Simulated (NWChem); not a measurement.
The numbers come from NWChem runs, not from measurements. System: CH3O (+1), charge 1, spin multiplicity 1, at a geometry optimised with B3LYP/def2-SVP. The structure started from a generated list of species. Level: TD-PBE0/6-31G* (spherical d).

NWChem printed:

```
             Northwest Computational Chemistry Package (NWChem) 7.3.0
             --------------------------------------------------------

                                NWChem Input Module
                                -------------------

 Scaling coordinates for geometry "geometry" by  1.889725989
 (inverse scale =  0.529177249)

                             Geometry "geometry" -> ""
                             -------------------------

 Output coordinates in angstroms (scale by  1.889725989 to convert to a.u.)

  No.       Tag          Charge          X              Y              Z
 ---- ---------------- ---------- -------------- -------------- --------------
    1 C                    6.0000     0.59347300    -0.19295800     0.00000000
    2 O                    8.0000    -0.55671700     0.28329200     0.00000000
    3 H                    1.0000     1.42027600     0.53608900     0.00000000
    4 H                    1.0000     0.77679100    -1.28192300     0.00000000
    5 H                    1.0000    -1.30416500    -0.36275800     0.00000000

 Effective nuclear repulsion energy (a.u.)      36.9852249256

            Nuclear Dipole moment (a.u.)
            ----------------------------
        X                 Y               Z
 ---------------- ---------------- ----------------
     0.0000075589    -0.0000075589     0.0000000000


 Summary of "ao basis" -> "" (spherical)
 ------------------------------------------------------------------------------
       Tag                 Description            Shells   Functions and Types
 ---------------- ------------------------------  ------  ---------------------
 *                           6-31g*                   on all atoms

                                 NWChem DFT Module
                                 -----------------

 Summary of "ao basis" -> "ao basis" (spherical)
 ------------------------------------------------------------------------------
       Tag                 Description            Shells   Functions and Types
 ---------------- ------------------------------  ------  ---------------------
 C                           6-31g*                  6       14   3s2p1d
 O                           6-31g*                  6       14   3s2p1d
 H                           6-31g*                  2        2   2s

 Summary of "ao basis" -> "ao basis" (spherical)
 ------------------------------------------------------------------------------
[...]
     Dipole Oscillator Strength                    0.2749388440
     Electric Quadrupole                           0.0000032410
     Magnetic Dipole                               0.0000029526
     Total Oscillator Strength                     0.2749450376

          sigma_e =   1.7406 Angstrom
          sigma_h =   1.2702 Angstrom
         |d_h->e| =   1.0820 Angstrom
            d_exc =   2.4084 Angstrom
            d_CD1 =   1.5524 Angstrom
            d_CD2 =  -0.4234 Angstrom
            d_CD3 =   3.4904 Angstrom
     Pearson C.C. =   0.0030

     Occ.    8  a   ---  Virt.   11  a    0.99480 X
  ----------------------------------------------------------------------------
  Root   8 singlet a              0.553519980 a.u.               15.0621 eV
  ----------------------------------------------------------------------------
     Transition Moments    X  0.59938   Y -0.11765   Z  0.00000
     Transition Moments   XX  0.63885  XY -0.11853  XZ  0.00000
     Transition Moments   YY  1.10056  YZ -0.00000  ZZ  0.09931
     Dipole Oscillator Strength                    0.1376776909
     Electric Quadrupole                           0.0000002395
     Magnetic Dipole                               0.0000031286
     Total Oscillator Strength                     0.1376810590

          sigma_e =   1.7451 Angstrom
          sigma_h =   1.2461 Angstrom
         |d_h->e| =   0.4902 Angstrom
            d_exc =   2.2186 Angstrom
            d_CD1 =   0.9893 Angstrom
            d_CD2 =  -1.0054 Angstrom
            d_CD3 =   2.7088 Angstrom
     Pearson C.C. =  -0.0192

     Occ.    6  a   ---  Virt.   10  a   -0.44634 X
     Occ.    6  a   ---  Virt.   11  a   -0.08587 X
     Occ.    7  a   ---  Virt.    9  a   -0.06180 X
     Occ.    8  a   ---  Virt.   12  a    0.84848 X
     Occ.    8  a   ---  Virt.   13  a    0.24822 X
  ----------------------------------------------------------------------------
  Root   9 singlet a              0.565890189 a.u.               15.3987 eV
  ----------------------------------------------------------------------------
     Transition Moments    X -0.67687   Y  0.35196   Z -0.00000
     Transition Moments   XX -0.40301  XY  0.06681  XZ -0.00000
     Transition Moments   YY -0.73623  YZ  0.00000  ZZ -0.07855
     Dipole Oscillator Strength                    0.2195739251
     Electric Quadrupole                           0.0000001087
     Magnetic Dipole                               0.0000000017
     Total Oscillator Strength                     0.2195740355

          sigma_e =   1.6976 Angstrom
          sigma_h =   1.1790 Angstrom
         |d_h->e| =   1.1391 Angstrom
            d_exc =   2.3799 Angstrom
            d_CD1 =   1.6577 Angstrom
            d_CD2 =  -0.2992 Angstrom
            d_CD3 =   3.5190 Angstrom
     Pearson C.C. =  -0.0236

     Occ.    4  a   ---  Virt.   10  a    0.06916 X
     Occ.    6  a   ---  Virt.   10  a   -0.88351 X
     Occ.    7  a   ---  Virt.    9  a    0.06552 X
     Occ.    8  a   ---  Virt.   10  a    0.08435 X
     Occ.    8  a   ---  Virt.   12  a   -0.43302 X
     Occ.    8  a   ---  Virt.   13  a   -0.05735 X
  ----------------------------------------------------------------------------
  Root  10 singlet a              0.572540947 a.u.               15.5796 eV
  ----------------------------------------------------------------------------
     Transition Moments    X -0.00000   Y  0.00000   Z  0.05708
     Transition Moments   XX -0.00000  XY -0.00000  XZ  0.19687
     Transition Moments   YY -0.00000  YZ -0.02890  ZZ -0.00000
     Dipole Oscillator Strength                    0.0012436890
     Electric Quadrupole                           0.0000000396
     Magnetic Dipole                               0.0000000270
     Total Oscillator Strength                     0.0012437556

          sigma_e =   1.6704 Angstrom
          sigma_h =   0.9356 Angstrom
         |d_h->e| =   1.3437 Angstrom
            d_exc =   2.3486 Angstrom
            d_CD1 =   2.0786 Angstrom
            d_CD2 =   0.0407 Angstrom
            d_CD3 =   3.6922 Angstrom
     Pearson C.C. =  -0.0143

     Occ.    4  a   ---  Virt.    9  a   -0.33974 X
     Occ.    7  a   ---  Virt.   11  a    0.93854 X

              Target root =      1
          Target symmetry = none
      Ground state energy =   -114.648472085984
        Excitation energy =      0.224660349903
     Excited state energy =   -114.423811736081

  stored tddft:energy   -114.42381173608078

 Task  times  cpu:        6.3s     wall:        6.3s

 Total times  cpu:        6.3s     wall:        6.3s
```

Write an NWChem input that would produce this output.

Several could match; the one computed here: 
```
start mol
memory heap 200 mb stack 900 mb global 1100 mb
charge 1
geometry units angstroms nocenter noautoz noautosym
  C      0.593473    -0.192958     0.000000
  O     -0.556717     0.283292     0.000000
  H      1.420276     0.536089     0.000000
  H      0.776791    -1.281923     0.000000
  H     -1.304165    -0.362758     0.000000
end
basis spherical
  * library 6-31g*
end
dft
  xc pbe0
  semidirect memsize 60000000 filesize 0
  iterations 100
end
tddft
  rpa
  nroots 10
  notriplet
end
task tddft energy
```
